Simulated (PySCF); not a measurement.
# Where the electron goes

Species: nitryl fluoride, FNO2.
Atom-mapped SMILES: `[O:1]=[N+:2]([O-:3])[F:4]`

Cartesian coordinates in Å at the PBE0-D3(BJ)/def2-SVP level; atoms count from 1:
```
atom  x, y, z in Å
O1    -0.2442    1.1938    0.2865
N2     0.1083    0.0760    0.3041
O3     1.1475   -0.4645    0.2563
F4    -0.9820   -0.8403    0.4076
```

The calculation used TDDFT PBE0/def2-SVPD, vertical, gas phase, core orbitals frozen in the response (PySCF 2.14.0, density-fitted response routines).

Frontier orbitals with the atoms that hold most of them (Löwdin shares over 4%, at most four atoms; ? is withheld):

| orbital | ε (eV) | atoms |
| --- | --- | --- |
| LUMO+2 | 1.78 | O3 35%, O1 35%, F4 16%, N2 14% |
| LUMO+1 | -0.80 | F4 37%, N2 36%, O3 13%, O1 13% |
| LUMO | -2.85 | ? |
| HOMO | ? | O3 41%, O1 41%, F4 15% |
| HOMO-1 | -11.28 | ? |
| HOMO-2 | -11.86 | O3 31%, O1 31%, F4 29%, N2 9% |
| HOMO-3 | -13.03 | F4 82%, N2 7%, O1 5%, O3 5% |

**Question.** Give the leading atoms of the LUMO.

**Answer.** N2 (bonded to F and 2 O) 38%; O1 (bonded to N) 29%; O3 (bonded to N) 29%; F4 (bonded to N) 5%. By element: oxygen 57%, nitrogen 38%, fluorine 5%.

**Question.** Give the leading atoms of the HOMO-1.

**Answer.** O3 (bonded to N) 43%; O1 (bonded to N) 43%; N2 (bonded to F and 2 O) 14%. By element: oxygen 86%, nitrogen 14%.

**Question.** What is the HOMO energy, and the HOMO–LUMO gap?

**Answer.** ε(HOMO) = -10.58 eV; the gap is 7.73 eV (0.2841 hartree).

**Question.** The HOMO–LUMO gap is 7.73 eV. Where does the response calculation put the lowest singlet, and from which orbitals?

**Answer.** S1 is at 5.16 eV (f = 0.0000), 2.57 eV below the gap, made of HOMO→LUMO (99%). Without the coupling terms of the response equations the lowest excitation would equal the gap.

**Question.** One configuration dominates each of S1, S2 and S4. Which, and how do the shares of the two leading atoms of either orbital change from the occupied to the empty one?

**Answer.** 
- S1 (5.16 eV, f 0.0000), HOMO→LUMO (99%): O3 41% → 29%, O1 41% → 29%, N2 at most 4% → 38%
- S2 (6.54 eV, f 0.0004), HOMO-2→LUMO (100%): O3 31% → 29%, O1 31% → 29%, N2 9% → 38%
- S4 (8.26 eV, f 0.0000), HOMO-1→LUMO+1 (99%): O3 43% → 13%, O1 43% → 13%, F4 at most 1% → 37%, N2 14% → 36%

Löwdin shares depend on the basis, the more so with diffuse functions.

Hardware: one thread of an Arm Neoverse V2, no GPU (shared host). Cost: 2.6 s wall, 0.38 GiB resident at most.
